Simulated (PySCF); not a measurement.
# Working with the constants of Si₂⁺

UHF-CCSD(T) constants of Si₂⁺, ⁴Σg⁻ (quartet), unpaired electrons σ ↑, π ↑↑ (Si cc-pV(D+d)Z; no relativity (PySCF 2.14); masses 27.9769 and 27.9769 u):

* ωe: 461.1 cm⁻¹
* ωexe: 2.53 cm⁻¹
* Be: 0.22773 cm⁻¹
* αe: 0.00155 cm⁻¹
* D (centrifugal): 2.22e-07 cm⁻¹
* De to Si⁺ + Si: 3.11 eV

Task: Give the vibrational terms G(v) and spacings up to v = 6.

Result: G(v) = ωe(v+½) − ωexe(v+½)².

```
v  G(v) (cm⁻¹)  G(v) − G(v−1)  Bv (cm⁻¹)
0        229.9                    0.2270
1        686.0          456.0     0.2254
2       1136.9          451.0     0.2239
3       1582.9          445.9     0.2223
4       2023.7          440.9     0.2208
5       2459.5          435.8     0.2192
6       2890.3          430.7     0.2177
```

Task: How well does the Morse estimate ωe²/(4ωexe) reproduce De, and what is D0?

Result: It gives 2.60 eV, 84 % of the computed De. D0 = De − G(0) = 3.11 − 0.03 = 3.08 eV.

Correlated steps freeze 10 core orbitals. Correlated levels converge slowly with the basis: in double zeta they bind strong bonds too weakly, by up to about 1 eV, and carry superposition errors of some tenths. The state is the lowest determinant that a PBE0 search found; another state may lie lower at other levels.
